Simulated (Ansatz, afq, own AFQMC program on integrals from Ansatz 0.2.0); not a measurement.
AFQMC on a folder of integrals that Ansatz 0.2.0 wrote.

```yaml
crystal:
  periodic: [false, false, false]
  atoms:
    - {symbol: Al, position_ang: [-0.056984, -0.004844, -0.133009]}
    - {symbol: H, position_ang: [0.451605, -0.003189, 1.985531]}
    - {symbol: H, position_ang: [-0.314183, -0.013897, 1.956148]}
    - {symbol: H, position_ang: [0.736184, 1.378319, -0.189038]}
    - {symbol: H, position_ang: [0.651784, -1.231578, -0.192131]}
basis:
  gaussian: {orbitals: 6-31G}
magnetization: {spin_polarized: true, initial_magnetization: 1}
correlation: {method: ccsd_t, electrons: outside_noble_gas, hamiltonian_folder: ham}
```

```sh
$ ansatz run in.yaml --threads 1 --pin off --events-out ev --progress --plain --max-ram 16896MiB --backend cuda --devices 0, --max-vram 18GiB
```

afq runs on the folder ham with

```
--method phaseless --trial hf --walkers 4000 --populations 20 --least-time 40 --time-step 0.005 --steps-per-block 20 --equilibration-blocks 112 --max-blocks 4000 --target-error 0.0008 --factor-cut 1e-05 --start spin_pure --seed 389 --taylor-order 6
```

Times are imaginary, in 1/Eh. The walk had a cap of 49 s. With eight or more populations the least sampling time is a fifth of least-time, and the error comes from their spread.

Log:

```
orbitals 16  electrons 4 3  factors 103 of 266
reference energy -244.09608649 Eh
CCSD correlation -0.06895283 Eh in 11 cycles, weight of the determinant in the CISD state 0.9495
energy of the start -244.096099 Eh
 block  time / (1/Eh)  mean weight  energy / Eh
     1     0.100  1.0002  -244.106559
     2     0.200  1.0002  -244.115175
     3     0.300  1.0004  -244.122287
     4     0.400  1.0005  -244.127624
     5     0.500  1.0003  -244.132353
     8     0.800  1.0002  -244.142754
    13     1.300  1.0001  -244.152584
    25     2.500  0.9999  -244.162320
    37     3.700  0.9999  -244.162764
    49     4.900  1.0001  -244.164011
    61     6.100  1.0000  -244.164829
    73     7.300  1.0000  -244.166736
    85     8.500  1.0000  -244.166761
    97     9.700  1.0000  -244.167890
   109    10.900  1.0001  -244.164539
   121    12.100  0.9999  -244.167127
   133    13.300  1.0001  -244.166257
   145    14.500  0.9999  -244.165777
   157    15.700  1.0000  -244.165730
   169    16.900  1.0000  -244.164656
   181    18.100  1.0000  -244.165912
   189    18.900  1.0000  -244.165995
error from the spread of 20 populations
energy -244.166165 +/- 0.000516 Eh
(rows thinned)
```

The run passed its tests (sampling time, drift between the halves within three errors, error under three times the target), which doesn't prove that it has relaxed.

Against this walk (error 14.0 meV) on the same determinant: CCSD(T) 14.4 meV higher (within the noise), CCSDT(Q) 6.4 meV higher (within the noise), CCSDTQ 6.3 meV higher (within the noise), full CI 6.3 meV higher (within the noise), a separate phaseless walk with a CISD trial and standard settings 7.7 ± 14.0 meV higher (within the noise). The error is statistical and leaves out the bias of the constraint.

Cautions: constraint bias not in the error.

The walk took 18 s on 1 × NVIDIA H100 80GB HBM3 with 2 threads of AMD EPYC 7R13 Processor (Zen 3) (shared host) (the card was shared). The log's last line is the phaseless energy.

CCSDT and higher add their correlation energy to the determinant of the CCSD(T) run, since their own runs factorise the integrals more tightly (a shift of under 2 meV).
